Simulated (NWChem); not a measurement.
# A calculation on dimethylamine (C₂H₇N)

```xyz
10

C      0.0184     0.2167    -1.2073
N     -0.1400    -0.5514     0.0000
C      0.0184     0.2167     1.2073
H      0.9861     0.7624    -1.2886
H     -0.7815     0.9733    -1.2786
H     -0.0754    -0.4361    -2.0886
H      0.5011    -1.3400     0.0000
H      0.9861     0.7624     1.2886
H     -0.0754    -0.4361     2.0886
H     -0.7815     0.9733     1.2786
```
Charge 0, spin multiplicity 1.

All runs are NWChem calculations. The geometry was optimised at PBE0/def2-SVP, a minimum by its harmonic frequencies.

The correlated methods keep 3 core orbitals frozen. The Pople sets run with spherical d functions.

Worked example. A B2PLYP run in 6-311G** ends its self-consistent part (53 % exact exchange, 47 % B88, 73 % LYP) at -134.88331 Ha, and second-order perturbation theory on those orbitals gives -0.60115 Ha unscaled.

The perturbative term enters with the weight 0.27: -134.88331 + 0.27·(-0.60115) = -135.04562 Ha is the total energy.
